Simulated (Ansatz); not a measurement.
Cubic perovskite BaTiO₃ (cubic high-temperature phase) was calculated with PBE in Ansatz (plane waves, PAW).

Numerical settings: plane-wave cutoff 500 eV, 8×8×8 k mesh, gaussian smearing 0.02 eV, no spin polarisation, scalar-relativistic PAW data made under PBE.

Cell (relaxed at this level):

```cif
data_BaO3Ti
_chemical_formula_sum 'Ba1 Ti1 O3'
_space_group_name_H-M_alt 'P 1'
_space_group_IT_number 1
_cell_length_a 4.01934
_cell_length_b 4.01934
_cell_length_c 4.01934
_cell_angle_alpha 90.000
_cell_angle_beta 90.000
_cell_angle_gamma 90.000
loop_
_space_group_symop_operation_xyz
  'x, y, z'
loop_
_atom_site_label
_atom_site_type_symbol
_atom_site_fract_x
_atom_site_fract_y
_atom_site_fract_z
_atom_site_occupancy
Ba1 Ba 0.00000 0.00000 0.00000 1
Ti1 Ti 0.50000 0.50000 0.50000 1
O1 O 0.50000 0.00000 0.50000 1
O2 O 0.00000 0.50000 0.50000 1
O3 O 0.50000 0.50000 0.00000 1
```

**Question.** What does this level give for the band gap?

**Answer.** 
- band gap = 1.78 eV (on the SCF k mesh)

Measured, for comparison: band gap 3.2 eV (temperature not stated, no zero-point or thermal correction; as tabulated in Matsushita et al. (2011), arXiv:1104.2769).

Note: the relaxation could not lower the start's symmetry, so the cell can be a saddle point above a distorted one.

Spin–orbit coupling is not included.

Static lattice: no zero-point or thermal effects.

Computing time: roughly 25 core-seconds.

Ansatz is a program for electronic structure.
